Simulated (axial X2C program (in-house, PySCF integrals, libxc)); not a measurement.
## Outer orbitals of LiS at 2.152 Å, HF

Computed with an in-house relativistic program for diatomic molecules. Spin-free means the one-electron spin-free X2C Hamiltonian; two-component (2c) means X2C with spin–orbit coupling and atomic mean-field two-electron Coulomb and Gaunt terms, so the difference of the two also holds small scalar two-electron terms. Basis: S dyall-av3z [9s8p3d2f], Li dyall-cv3z [7s8p2d] (cores contracted in-house); Gaussian nuclei, density fitting, unrestricted open shells. Masses: S 31.972 u, Li 7.016 u.

The distance is close to the 2c PBE0 minimum; the highest filled and lowest empty levels are listed.

Spin-free orbitals, state M_S = 1/2, Λ = 1 (beyond evenly filled blocks: π+α, π+β, π-α) (Löwdin shares):

```
symmetry  occupied  ε (eV)            atomic character
      σα       yes  -23.39  80% S s, 10% Li p, 6% Li d
      σβ       yes  -20.53  80% S s, 10% Li p, 5% Li d
     π+α       yes   -9.57   90% S p, 5% Li p, 5% Li d
     π-α       yes   -9.57   90% S p, 5% Li p, 5% Li d
      σα       yes   -9.41   86% S p, 7% Li p, 5% Li s
      σβ       yes   -8.92   86% S p, 7% Li p, 5% Li s
     π+β       yes   -7.78   88% S p, 7% Li p, 5% Li d
      σα        no   -0.36  58% Li s, 36% Li p, 3% S s
      σβ        no   -0.35  57% Li s, 37% Li p, 3% S s
     π-β        no    0.40           85% Li p, 15% S p
     π-α        no    0.60                    97% Li p
     π+α        no    0.60                    97% Li p
```

Spinors with spin–orbit coupling (state Ω = 3/2):

| ω | occupied | ε (eV) | atomic character | λ mixture |
| --- | --- | --- | --- | --- |
| 1/2 | yes | -23.38 | 80% S s, 10% Li p, 6% Li d | 100% σ |
| -1/2 | yes | -20.54 | 80% S s, 10% Li p, 5% Li d | 100% σ |
| -1/2 | yes | -9.59 | 90% S p, 5% Li p, 4% Li d | 100% π |
| 3/2 | yes | -9.53 | 90% S p, 5% Li p, 5% Li d | 100% π |
| 1/2 | yes | -9.41 | 86% S p, 7% Li p, 5% Li s | 100% σ |
| -1/2 | yes | -8.91 | 86% S p, 7% Li p, 5% Li s | 100% σ |
| 1/2 | yes | -7.81 | 88% S p, 7% Li p, 5% Li d | 100% π |
| 1/2 | no | -0.36 | 58% Li s, 36% Li p, 3% S s | 100% σ |
| -1/2 | no | -0.35 | 57% Li s, 37% Li p, 3% S s | 100% σ |
| -3/2 | no | 0.41 | 85% Li p, 15% S p | 100% π |
| -1/2 | no | 0.60 | 97% Li p | 100% π |
| 3/2 | no | 0.60 | 97% Li p | 100% π |

Mulliken charges and populations of the two-component result (they depend on the basis, above all on diffuse functions):

S -0.81 e (s 6.02 p 10.77 d 0.02), Li 0.81 e (s 2.03 p 0.14 d 0.02). ⟨Lz⟩ = 1.00 ħ and ⟨Sz⟩ = 0.50 ħ (0.51 and -0.01 on the two atoms), which add up to Ω.

One determinant describes the state; a PBE0 search over occupations chose it and may have missed a lower one.
